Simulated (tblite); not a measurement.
Compound: methoxyacetonitrile, C3H5NO.
Geometry (GFN2-xTB, Å), atoms numbered from 1 in this order:
```
atom  x, y, z in Å
C1    -1.3461    0.2039    0.1497
O2    -0.4734   -0.2985   -0.8356
C3     0.8134   -0.6007   -0.3536
C4     1.5518    0.5714    0.0877
N5     2.1051    1.5057    0.4430
H6    -2.2991    0.3685   -0.3482
H7    -0.9830    1.1498    0.5669
H8    -1.4791   -0.5180    0.9654
H9     1.3524   -1.0643   -1.1869
H10    0.7669   -1.3131    0.4892
```

Computed values, GFN2-xTB/tblite, gas phase, harmonic and unscaled. This tight-binding method is rough: wavenumbers can miss measured ones by several per cent, in bad cases by 10 to 20. One conformer, not necessarily the lowest.

Harmonic wavenumbers (cm⁻¹): 107.3, 166.0, 241.4, 363.1, 383.6, 597.9, 910.2, 943.2, 986.6, 1106.0, 1129.8, 1138.9, 1232.4, 1291.5, 1400.6, 1407.8, 1467.8, 1485.3, 2408.9, 2824.0, 2908.8, 2937.5, 2947.8, 3040.3.

A = 12129, B = 3439, C = 2895 MHz; mass 71.037 u (most abundant isotopes); point group C1, symmetry number 1.

Q: What is the zero-point energy?

A: Half the sum of the wavenumbers: 16713 cm⁻¹ = 47.79 kcal/mol.

Q: What is S at 350 K and 1 bar for an ideal gas of classical rigid rotors and harmonic oscillators?

A: Translation 39.52, rotation 25.87, vibration 13.01: S = 78.4 cal/(mol K).

Q: And Cp and H(350 K) − H(0)?

A: Cp = 22.73 cal/(mol K), of which vibrations give 14.79 (their classical limit is 24 R = 47.7); H(350 K) − H(0) = 5.33 kcal/mol without the zero-point energy, 2.54 from vibrations.

Q: Blend soft modes into free rotors: weight 1/[1 + (100 cm⁻¹/ν̃)⁴] for the oscillator and the rest for a rotor with moment μB/(μ + B), μ = h/(8π²ν), B = 10⁻⁴⁴ kg m². What vibrational entropy results?

A: 12.69 cal/(mol K) in place of 13.01, which changes −T·S at 350 K by +0.11 kcal/mol.

Q: Which modes carry the vibrational entropy at 350 K?

A: 107.3 cm⁻¹: 3.63; 166.0 cm⁻¹: 2.78; 241.4 cm⁻¹: 2.08; 363.1 cm⁻¹: 1.37; 383.6 cm⁻¹: 1.28; 597.9 cm⁻¹: 0.64 cal/(mol K); the other 18 give 1.23 together.

Hindered rotation and anharmonicity are outside this model. Other conformers, if any are populated, would add a mixing term that is left out. The structure is chiral; the term R ln 2 for an equal mix with its mirror image is left out.
